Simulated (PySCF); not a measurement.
# C3H2F: the cost of one run

The runs use PySCF 2.14.0, with density-fitted response routines of our own; the level of theory stands in each step. All values are computed, except where a source is named. Atoms count from 0, in the outputs and in this text.

### Step 1. The molecule as given

6 atoms, charge 1, multiplicity 1; geometry from: GFN2-xTB. The atoms were then displaced at random by about 0.01 Å, so the start is not that level's minimum.

Bonds of the start (Å): F0–C1 1.28, C1–C2 1.40, C2–C3 1.37, C3–C1 1.35, C2–H4 1.07, C3–H5 1.10.

### Step 2. Geometry optimisation at PBE0-D3(BJ)/def2-SVP

Job settings and geometry (Å):

```
{"job": {"xc": "PBE0", "basis": "def2-SVP", "d3": "d3bj", "grid": 1, "shake": 0.01, "kind": "geom"}, "charge": 1, "multiplicity": 1}
F      1.976890    -0.206870     0.495490
C      0.742340    -0.073480     0.186190
C     -0.344480     0.715700    -0.203680
C     -0.463680    -0.638570    -0.013070
H     -0.741230     1.671300    -0.462760
H     -1.145670    -1.498100    -0.020540
```

Command:

```console
OMP_NUM_THREADS=1 python probes_run.py task.json out
```

The driver reads the jobs from task.json and runs them one after another.

**Question.** How long does this first job take on 1 thread of Arm Neoverse V1, shared host, and how much memory does it need?

About 11 s, with a peak of 0.29 GiB.
